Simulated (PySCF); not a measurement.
Species: C3H3 (charge +1).
Atom-mapped SMILES: `[CH:1]#[C:2][CH2+:3]` (hydrogens: H4 on C1; H5, H6 on C3)

The closed-shell ground state was solved at several levels (PySCF, density fitting, gas phase, non-relativistic). Geometry: PBE0-D3(BJ)/def2-SVP; no solvent, vibrations or thermal averaging.

| level | basis functions | HOMO (eV) | LUMO (eV) | gap (eV) |
| --- | --- | --- | --- | --- |
| PBE0/pcSseg-1 | 66 | -15.43 | -11.11 | 4.32 |
| KT3/pcSseg-2 | 150 | -14.18 | -12.00 | 2.18 |
| B3LYP/pcJ-1 | 111 | -15.20 | -11.29 | 3.91 |

**Question.** What might CAM-B3LYP/def2-SVPD (84 basis functions) give for the same quantities?

**Answer.** HOMO -16.80 eV, LUMO -9.91 eV, gap 6.89 eV.

**Question.** Over all these levels, which gives the widest orbital gap and which the narrowest?

**Answer.** CAM-B3LYP/def2-SVPD (range-separated hybrid) has the widest, 6.89 eV, and KT3/pcSseg-2 (GGA) the narrowest, 2.18 eV. Functional and basis both differ between the two, so the spread mixes both effects.
